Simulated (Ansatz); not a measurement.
**Basis-set limit of BO⁺, triplet**

```xyz
2

B     0.0000    0.0000    0.0000
O     0.0000    0.0000    1.4032
```

Ansatz 0.2.0, UHF determinant, valence electrons correlated. Energies in eV.

```json
{"set": "def2-TZVPP", "X": "3", "functions": "62", "Hartree–Fock": "-2697.3321", "MP2 correlation": "-6.0024", "CCSD(T) correlation": "-6.7138", "time": "4.8 s on 1 × NVIDIA H100 80GB HBM3 with 1 thread of AMD EPYC 7R13 Processor (Zen 3) (shared host)"}
{"set": "def2-QZVPP", "X": "4", "functions": "114", "Hartree–Fock": "-2697.4488", "MP2 correlation": "-6.5180", "CCSD(T) correlation": "-7.1922", "time": "4.4 s on 1 × NVIDIA H100 80GB HBM3 with 1 thread of AMD EPYC 7R13 Processor (Zen 3), on a shared host"}
```

Hartree–Fock is taken to follow E(X) = E∞ + A·exp(−7.88·√X), correlation E(X) = E∞ + B·X^−2.97.

Cautions: lower spins were not checked.

**Question.** Work out the CCSD(T) energy at the limit, and how far the shortcut misses it that extrapolates MP2 and adds CCSD(T) minus MP2 from the smaller set.

**Answer.** Hartree–Fock: E∞ = E4 + 0.1377·(E4 − E3) = -2697.4648. Correlation: E∞ = E4 + 0.7407·(E4 − E3) = -7.5465 for CCSD(T) and -6.8999 for MP2. The limit is -2705.0113 eV, 0.370 eV below def2-QZVPP. The shortcut gives a correlation energy of -6.8999 + (-0.7114) = -7.6114, 65 meV lower than the direct value.
